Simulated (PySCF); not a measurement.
A side-by-side comparison of computed properties.

First species: Nitrous acid, HNO2.
SMILES: `O=NO`

Second species: ethyl 2-chloroacrylate, C₅H₇ClO₂.
InChI=1S/C5H7ClO2/c1-3-8-5(7)4(2)6/h2-3H2,1H3

Levels: PBE0/pcSseg-1 for dipole moment, HOMO energy, LUMO energy and HOMO–LUMO gap; GFN2-xTB for rotational constant A and rotational constant C. Geometries: GFN2-xTB. All species are isolated and taken at one optimised geometry, non-relativistic unless stated. Electronic properties by PySCF.

Dipoles, sizes and rotational constants follow the conformer. The torsions of the flexible species, by atom-mapped SMILES:
- `[O:1]=[N:2][OH:3]`: H–O3–N2–O1 0°
- `[CH2:1]=[C:2]([Cl:3])[C:4](=[O:5])[O:6][CH2:7][CH3:8]`: C1–C2–C4–O5 1°, C2–C4–O6–C7 -179°, C4–O6–C7–C8 179°

Values for the first species:

- Dipole moment: 1.89 D
- HOMO energy: -8.34 eV
- LUMO energy: -2.17 eV
- HOMO–LUMO gap: 6.17 eV
- Rotational constant A: 89.919 GHz
- Rotational constant C: 11.643 GHz

Question: Estimate the same properties for the second species, and the change in each.

Answer: 
```
             property       first     second  second less first
        dipole moment      1.89 D     0.80 D            -1.09 D
          HOMO energy    -8.34 eV   -7.79 eV           +0.55 eV
          LUMO energy    -2.17 eV   -1.59 eV           +0.58 eV
        HOMO–LUMO gap     6.17 eV    6.20 eV           +0.03 eV
rotational constant A  89.919 GHz  2.711 GHz        -87.208 GHz
rotational constant C  11.643 GHz  0.811 GHz        -10.832 GHz
```

On the first: The dipole equals about 6.3 × 10⁻³⁰ C·m (1 D = 3.33564 × 10⁻³⁰ C·m).

On the second: In atomic units the dipole is 0.32 e·bohr (1 au = 2.5417 D).
